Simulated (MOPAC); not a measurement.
MOPAC input (AM1):

```
AM1 FORCE THERMO(298,298) PRECISE LET CHARGE=-1 GEO-OK AUX(PRECISION=9) THREADS=1
C3H5

C     1.24203366 1    0.00704820 1    0.11687882 1
C    -0.05045343 1    0.38542612 1   -0.13692361 1
H     1.49366239 1   -0.98757820 1    0.48188534 1
H     2.07966596 1    0.68758553 1   -0.03587508 1
H    -0.18669529 1    1.42616359 1   -0.50664885 1
C    -1.19690320 1   -0.35176024 1    0.00558165 1
H    -1.18353036 1   -1.38144290 1    0.35971737 1
H    -2.17773383 1    0.06125320 1   -0.23015588 1
```

Q: Which zero-point energy does it print?

A: 42.09 kcal/mol, from the harmonic wavenumbers of AM1.
